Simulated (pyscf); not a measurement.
## Four-centre exchange: Cl–GaH₂ + hydrogen (H₂) → Cl–GaH₂ + hydrogen (H₂)

Gas phase, singlet surface, charge 0. Bonds broken: Ga2–H3, H5–H6. Bonds formed: Ga2–H5, H3–H6. Optimised with ωB97X-D3(BJ)/def2-SVP in PySCF.

Transition state (Å):

```xyz
6

Cl    -0.0043     0.0877     2.0080
Ga    -1.2486     0.2710     0.2738
H     -1.0746    -1.1846    -0.6694
H     -2.6613     0.8604     0.1498
H     -0.2371     0.7410    -1.0667
H     -0.5083    -0.3343    -1.1008
```

One imaginary mode, 1605i cm⁻¹; descent along it reached the two sides named.

| bond | change | reactant side (Å) | saddle | product side |
|---|---|---|---|---|
| Ga2–H3 | breaks | 1.556 | 1.743 | 2.503 |
| H5–H6 | breaks | 0.763 | 1.109 | 2.7 |
| Ga2–H5 | forms | 2.493 | 1.744 | 1.556 |
| H3–H6 | forms | 2.7 | 1.109 | 0.763 |

Electronic energies relative to the separated reactants (kJ/mol):

```
level                   barrier  reaction energy  reverse barrier
----------------------  -------  ---------------  ---------------
ωB97X-D3(BJ)/def2-TZVP    140.7              0.0            140.7
PBE/def2-TZVP             118.6              0.0            118.6
r²SCAN/def2-TZVP          120.2              0.0            120.2
B3LYP-D3(BJ)/def2-TZVP    140.0              0.0            140.0
PBE0-D3(BJ)/def2-TZVP     123.4              0.0            123.4
M06-2X/def2-TZVP          142.7              0.0            142.7
ωB97M-D3(BJ)/def2-TZVP    142.3              0.0            142.3
HF/def2-TZVP              193.9              0.0            193.9
```

With ωB97M-D3(BJ)/def2-TZVP energies and thermal terms (ideal gas, 1 atm, RRHO with modes under 100 cm⁻¹ raised to 100, one conformer, R ln 2 for chiral ones without a mode under 150 cm⁻¹), in kJ/mol:

| T (K) | ΔH‡ | ΔG‡ | ΔH | ΔG |
|---|---|---|---|---|
| 298 | 145.5 | 179.9 | 0.0 | 0.0 |
| 600 | 141.3 | 216.7 | 0.0 | 0.0 |
| 900 | 140.3 | 254.8 | 0.0 | 0.0 |
| 1200 | 140.9 | 292.8 | 0.0 | 0.0 |

At the saddle there is also a short Ga–H contact that neither side keeps. This is the saddle that the search found; another between the same sides may lie lower. Elements up to Kr have no core potential and no relativistic terms here.
